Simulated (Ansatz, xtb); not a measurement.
## Ranking isomers of CH6OSi+

4 gas-phase structures of CH6OSi+, found in a search over its isomers (lower ones may exist). Each was relaxed with GFN2-xTB; where two conformers were screened, the lower at r2SCAN-D4/def2-SVP is listed:

A. the doublet with the links of `[CH2][SiH2][OH2+]`
B. the doublet with the links of `C[OH+][SiH2]`
C. the doublet with the links of `[CH2][OH+][SiH3]`
D. the doublet with the links of `C[SiH][OH2+]`

Q: Estimate their order in r2SCAN-D4/def2-SVP energy at these geometries, lowest first.

A: Calculated order at r2SCAN-D4/def2-SVP: D (0.0), A (9.2), B (21.0), C (34.4) kcal/mol.

Energies above the lowest of each column, in kcal/mol; the last columns are at B3LYP-D3(BJ)/def2-SVP geometries and were run for some of them only (a dash: not run or not comparable):

| structure | GFN2-xTB | HF/STO-3G | r2SCAN-D4/def2-SVP | B3LYP-D3(BJ)/def2-SVP | CCSD(T)/def2-SVP + ΔMP2/def2-TZVPP |
| --- | --- | --- | --- | --- | --- |
| D | 0.0 | 0.0 | 0.0 | 0.0 | 0.0 |
| A | 14.1 | 8.0 | 9.2 | 10.4 | 8.9 |
| B | 1.7 | 4.9 | 21.0 | – | – |
| C | 17.4 | 14.2 | 34.4 | – | – |

Every level run on D puts it lowest or level with the lowest. Flexible structures stand in one conformer each, not always the lowest. Frequencies (B3LYP-D3(BJ)/def2-SVP) were run for A, D alone. Open shells are spin-unrestricted. ΔMP2 is the change of the MP2 energy from the smaller to the larger basis.

Over these structures GFN2-xTB departs from r2SCAN-D4/def2-SVP by 10.3 kcal/mol on average once a common shift is removed. A GFN2-xTB relaxation took about 0.1 s and the r2SCAN-D4/def2-SVP energy about 1.5 s on a shared host (Ansatz 0.2.0, xtb 6.7.1).
